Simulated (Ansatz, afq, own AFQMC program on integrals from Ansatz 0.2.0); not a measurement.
## Al$_{2}$H, doublet in 6-31G, levels against full CI

```xyz
3

Al    0.0000    0.0000    0.5699
Al    0.0000    0.0000   -2.7591
H     0.0000    0.0000    2.1892
```

Connectivity, by distances: AlH ··· Al.

Basis 6-31G. Only valence electrons are correlated. Ansatz 0.2.0 and our own AFQMC program on the same integrals; the CISD trial comes from CCSD amplitudes, and released means the phaseless constraint is let go. ± is one standard error of the sampling.

Determinant: UHF, the one that the program's search chose, which needn't be the lowest solution. The geometry is a point of a scan.

Full CI on the same integrals is exact in this basis and with this determinant's frozen core.

Cautions: strong correlation (T1 0.065, weight of the determinant 0.83, largest double 0.12); the released energies are still falling, so no released level is given (meV from the phaseless value at times in 1/Eh: -2.2 ± 1.7 at 0.24, -3.8 ± 1.4 at 0.51, -5.1 ± 1.3 at 0.99, -9.3 ± 1.2 at 1.62, -12.4 ± 1.1 at 2.40).

```
T1 diagnostic                               : 0.0651
weight of the determinant in the CISD state : 0.827
⟨S²⟩ of the determinant                     : 0.752
size of the correlated space                : 7 electrons in 18 orbitals
```

Reference: full CI, correlation energy -2.282 eV.

```json
{"level": "HF", "E − E(reference) (kcal/mol)": "52.62", "share of correlation (%)": "0.00"}
{"level": "MP2", "E − E(reference) (kcal/mol)": "21.00", "share of correlation (%)": "60.09"}
{"level": "CCSD", "E − E(reference) (kcal/mol)": "1.85", "share of correlation (%)": "96.49"}
{"level": "CCSD(T)", "E − E(reference) (kcal/mol)": "0.80", "share of correlation (%)": "98.48"}
{"level": "CCSDT", "E − E(reference) (kcal/mol)": "0.11", "share of correlation (%)": "99.80"}
{"level": "CCSDT(Q)", "E − E(reference) (kcal/mol)": "0.03", "share of correlation (%)": "99.95"}
{"level": "CCSDTQ", "E − E(reference) (kcal/mol)": "0.00", "share of correlation (%)": "99.99"}
{"level": "ph-AFQMC/CISD", "E − E(reference) (kcal/mol)": "0.66 ± 0.04", "share of correlation (%)": "98.74"}
```

CCSDT and higher add their correlation energy to the determinant of the CCSD(T) run, since their own runs factorise the integrals more tightly (a shift of under 2 meV). A walk keeps the symmetry of its determinant, which the program's search chose and which needn't be the lowest solution, so a lower state of the same spin and another symmetry isn't excluded.
